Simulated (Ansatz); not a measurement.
# N2 (nitrogen) at PBE/def2-TZVPPD

What is the energy change on altering one bond length of N2 (nitrogen) at PBE/def2-TZVPPD? 

The results are computed with Ansatz 0.2.0.

15 further runs of the same task are left out: 15 set aside as unsound or not needed.

### 1 The molecule

N2: 2 atoms, total charge 0, spin state singlet. SMILES: `N#N`. Geometry: relaxed at PBE0-D4/def2-TZVP.

Bond lengths: N1–N2 1.090 Å.

### 2 A single-point energy at PBE/def2-TZVPPD

job.yaml reads:

```yaml
crystal:
  periodic: [false, false, false]
  atoms:
    - {symbol: "N", position_ang: [0.465500, -0.150300, 0.239800]}
    - {symbol: "N", position_ang: [-0.465500, 0.150300, -0.239800]}
basis:
  gaussian: {orbitals: def2-TZVPPD.json}
hamiltonian: {xc: pbe}
accuracy: high
output: {orbitals: {seedname: orbitals}}
```

The basis set def2-TZVPPD is read from a file made from the Basis Set Exchange's data (not shown).

The run is started by

```console
$ ansatz run job.yaml --threads 1 --pin off --max-ram 3480MiB --events-out events.jsonl --progress --plain --runs-dir runs
```

Output:

```text
Warning: RAYON_NUM_THREADS=1 ignored (pool sized by the plan → 1); use --threads N
Functional definition: PBE
  name "PBE"
  parameter kappa = 0.804
  parameter beta = 0.06672455060314922
  exchange = pbe_x(kappa = kappa, mu = beta*pi^2/3)
  correlation = pbe_c(beta = beta)
1022 factors; integrals over basis functions are off by at most 3.0e-9 eV
mean field evaluation 1: about -2976.4636 eV, gradient 3.2e1 eV
mean field evaluation 2: about -2976.6152 eV, gradient 2.9e1 eV
mean field evaluation 4: about -2978.3461 eV, gradient 6.0e-2 eV
mean field evaluation 8: about -2978.3469 eV, gradient 4.2e-4 eV
mean field -2978.34692172 eV, -109.4522305773 hartree, gradient 2.7e-8 eV, S^2 0.000000; 0 other end points of the search recorded, 0 dependent functions left out
reference -2978.34692432 eV, -109.4522306728 hartree; 7, 7 occupied and 67, 67 virtual orbitals, 1022 factors
Total energy: -2978.34692432 eV, -109.4522306728 hartree
```

It took 1.4 s on 1 thread of Arm Neoverse V1, shared host; peak memory 0.11 GiB.

### 3 The distorted shape, same level

job.yaml reads:

```yaml
crystal:
  periodic: [false, false, false]
  atoms:
    - {symbol: "N", position_ang: [1.210296, -0.390779, 0.623478]}
    - {symbol: N, position_ang: [-0.465500, 0.150300, -0.239800]}
basis:
  gaussian:
    orbitals: def2-TZVPPD.json
hamiltonian:
  xc: {name: PBE}
accuracy: high
output:
  orbitals: {seedname: orbitals}
```

The basis set def2-TZVPPD is read from a file made from the Basis Set Exchange's data (not shown).

The run is started by

```console
$ ansatz run job.yaml --threads 1 --pin off --max-ram 3480MiB --events-out events.jsonl --progress --plain --runs-dir runs
```

Output (excerpt; [...] marks lines left out):

```text
Warning: RAYON_NUM_THREADS=1 ignored (pool sized by the plan → 1); use --threads N
[... 6 set-up lines as earlier in the session ...]
1009 factors; integrals over basis functions are off by at most 2.8e-9 eV
mean field evaluation 1: about -2967.6761 eV, gradient 1.0e1 eV
mean field evaluation 2: about -2967.7146 eV, gradient 9.5e0 eV
mean field evaluation 4: about -2967.9140 eV, gradient 2.1e-1 eV
mean field evaluation 8: about -2967.9146 eV, gradient 1.7e-2 eV
mean field evaluation 16: about -2967.9146 eV, gradient 9.7e-9 eV
mean field -2967.91456160 eV, -109.0688484139 hartree, gradient 6.9e-10 eV, S^2 0.000000; 0 other end points of the search recorded, 0 dependent functions left out
reference -2967.91456405 eV, -109.0688485040 hartree; 7, 7 occupied and 67, 67 virtual orbitals, 1009 factors
Total energy: -2967.91456405 eV, -109.0688485040 hartree
```

Wall time 1.2 s (1 thread of Arm Neoverse V1, shared host); peak memory 0.11 GiB.

### 4 Outcome

At PBE/def2-TZVPPD:

```
                                                         quantity          value
                                        first shape: total energy  -109.45223 Eh
                                         first shape: HOMO energy      -10.26 eV
                                         first shape: LUMO energy       -1.82 eV
                                       first shape: HOMO–LUMO gap        8.44 eV
                                    distorted shape: total energy  -109.06885 Eh
                                     distorted shape: HOMO energy       -8.09 eV
                                     distorted shape: LUMO energy       -6.52 eV
                                   distorted shape: HOMO–LUMO gap        1.56 eV
energy change with the N1–N2 bond stretched from 1.090 to 1.961 Å      10.432 eV
```

What this shows: With the N1–N2 bond stretched from 1.090 to 1.961 Å the energy rises by 10.43 eV (241 kcal/mol). The first shape isn't relaxed at this level, so the change isn't measured from a minimum. A restricted reference can't describe the breaking bond well at this length.
